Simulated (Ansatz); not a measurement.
System: double-hcp La. Method: PBEsol in Ansatz (plane waves, PAW).

Numerical settings: plane-wave cutoff 500 eV, 24×24×6 k mesh (along the axes of the cell as run), Fermi–Dirac smearing 0.1 eV, scalar-relativistic PAW data made under PBE.

Computed at the level's own relaxed cell.

Give the computed volume per atom, lattice parameter a and lattice parameter c.


- volume per atom: 34.10 Å³/atom
- lattice parameter a: 3.660 Å
- lattice parameter c: 11.753 Å

Measured, for comparison: lattice constant a 3.774 Å, lattice parameter c 12.171 Å (293 K, no zero-point or thermal correction; as tabulated in Wikipedia's data pages). Computed (rounded) less measured: lattice constant a -3.0 %, lattice parameter c -3.4 %.

Spin–orbit coupling is not included.

Static lattice: no zero-point or thermal effects.

Computing time: very roughly 9 core-minutes.

Ansatz is an electronic-structure program.
